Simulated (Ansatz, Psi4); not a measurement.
Gas-phase reaction in SMILES: C(C[SiH3])=C → [SiH3] (SiH3) + [CH2]C=C (the C-Si bond breaks)

Property: bond dissociation energy (enthalpy at 298 K), in kcal/mol. Set-up: non-relativistic; no spin-orbit coupling; no dispersion term unless named; six Cartesian d functions in 6-31G* and its kin unless marked 5d; UHF or UKS for open shells; 6-311+G** with 5d, 6d on Na to Ar in Ansatz (an electronic-structure program); frozen cores in correlated levels. Ab initio and DFT rows: single points at B3LYP-D3(BJ) geometries (Ansatz), with unscaled harmonic terms from B3LYP/6-31G* (Ansatz) at its own minima. A UHF reference is markedly spin-contaminated in at least one set, which strains HF and MP2.

```
level                            program  bond dissociation energy (enthalpy at 298 K) (kcal/mol)
------------------------  --------------  -------------------------------------------------------
HF/6-311+G**                      Ansatz                                                     41.6
B3LYP/6-31G                       Ansatz                                                     57.2
B3LYP/6-31G*                      Ansatz                                                     63.4
B3LYP/6-31+G*                     Ansatz                                                     62.2
PBE0/6-31G*                       Ansatz                                                     66.4
wB97X-D/6-31G*                      Psi4                                                     70.3
r2SCAN-D4/def2-TZVPD      Ansatz + dftd4                                                     62.9
B3LYP/def2-TZVPD                  Ansatz                                                     63.0
B2PLYP-D3(BJ)/def2-TZVPD  Ansatz + dftd3                                                     69.6
```

No value to compare with is used here. The 6 habitual levels span 41.6 (HF/6-311+G**) to 70.3 kcal/mol (wB97X-D/6-31G*); B2PLYP-D3(BJ)/def2-TZVPD gives 69.6.

The levels are drawn from those run, B3LYP/6-31G* more often than the rest, none by its result; left out are runs that failed, that the program found above a lower state of the same kind, or whose <S^2> lies over 0.5 above the pure value.
